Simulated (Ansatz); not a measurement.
Relaxed structures of CH₆NS (charge +1), singlet (PBE0-D4/def2-TZVP; forces vanish, vibrations not checked; lower isomers may exist, and structures with a doubtful reference or unclear bonds are left out; Å). Computed with Ansatz 0.2.0 (basis: def2-TZVPP); correlated methods freeze the cores.

(1) Rank them by CCSD(T) energy, lowest first, and give each one's height above the lowest. Links in brackets join atoms within 1.22 times the sum of their covalent radii (1.1 for two metals). (An estimate is asked for; the value comes from the calculation.)
A.
CH₆NS ([CH3][NH2][SH]), total charge +1
```
9
angstrom
N 0.3705 -0.5169 -0.1440
C -0.6850 0.4853 -0.4728
S 1.5638 -0.0211 1.0878
H -1.2989 0.0849 -1.2800
H -0.1967 1.4083 -0.7764
H -1.2917 0.6531 0.4144
H 0.9251 -0.7169 -0.9810
H -0.0488 -1.4076 0.1336
H 0.6309 0.1293 2.0466
```
B.
CH₆NS ([NH3][CH2][SH]), total charge +1
```
9
angstrom
N -0.6860 0.4776 -0.5178
C 0.3863 -0.5205 -0.1175
S 1.5116 0.1619 1.0792
H -1.2814 0.1244 -1.2732
H -0.2516 1.3518 -0.8257
H -1.2826 0.7073 0.2801
H 0.9455 -0.7516 -1.0237
H -0.1222 -1.4176 0.2305
H 0.7803 -0.1335 2.1682
```
C.
CH₆NS ([NH3][CH][SH2]), total charge +1
```
9
angstrom
N -0.5402 0.5638 -0.4707
C 0.4856 -0.4444 -0.1712
S 1.5765 -0.2714 1.0540
H -1.1654 0.1783 -1.1831
H -0.1974 1.4637 -0.8321
H -1.1336 0.7620 0.3388
H 0.8367 -1.0026 -1.0235
H 2.1241 0.9884 1.1668
H 0.8816 -0.1416 2.2131
```

T1 diagnostic: at most 0.011.

## Answers

(1) Computed: B (0.0 kJ/mol), A (68.9 kJ/mol), C (249.0 kJ/mol). Heights count from the lowest.

For scale, one of the runs: CCSD(T)/def2-TZVPP, 188 basis functions, launched by `ansatz run in.yaml --threads 2 --pin off --events-out ev --progress --plain --max-ram 4352MiB`. Hardware: 2 CPU threads of an AMD EPYC 9B45, shared host. Wall time 13 s; peak host memory 2 GiB.
